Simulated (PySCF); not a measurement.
How PBE and CAM-B3LYP compare on the HOMO–LUMO gap of the Kohn–Sham levels of organic and small non-metal molecules.

Values in eV, from PySCF. Where two bases are given, the first is that of PBE. CAM-B3LYP is a level with its own limits.

| system | basis | PBE | CAM-B3LYP | PBE − CAM-B3LYP |
|---|---|---|---|---|
| anthracene singlet | def2-SVP | 2.39 | 5.91 | -3.52 |
| neopentane singlet | def2-SVP | 8.27 | 12.76 | -4.49 |
| Cl[C]Cl singlet | def2-TZVP | 1.81 | 6.78 | -4.98 |
| 1,1,1-trifluoroethane singlet | def2-TZVP | 9.70 | 14.55 | -4.85 |
| p-toluenesulfonic acid singlet | def2-SVP | 4.66 | 8.93 | -4.27 |
| methane singlet | def2-TZVP | 10.29 | 14.84 | -4.55 |
| [CH]Cl singlet | def2-TZVP | 1.18 | 6.48 | -5.29 |
| BTBT singlet | def2-SVP | 3.03 | 6.66 | -3.63 |
| octafluoropropane singlet | def2-TZVP | 8.92 | 14.74 | -5.83 |
| FCl singlet | def2-TZVP | 3.31 | 9.00 | -5.69 |
| CC(C)(C)c1ccc(Cl)cc1 singlet | def2-SVP | 4.53 | 8.77 | -4.25 |
| CC(C)(C)c1ccc(O)s1 singlet | def2-SVP | 4.13 | 8.43 | -4.30 |
| CC(=O)c1ccc(O)cc1 singlet | def2-SVP | 3.24 | 7.84 | -4.60 |

The mean difference from CAM-B3LYP is -4.63 eV (median -4.55) and the mean absolute one 4.63 eV (median 4.55); PBE lies above in 0 and below in 13 of 13 cases. It is closest for anthracene singlet (-3.52), BTBT singlet (-3.63), CC(C)(C)c1ccc(Cl)cc1 singlet (-4.25) and furthest off for octafluoropropane singlet (-5.83), FCl singlet (-5.69), [CH]Cl singlet (-5.29).
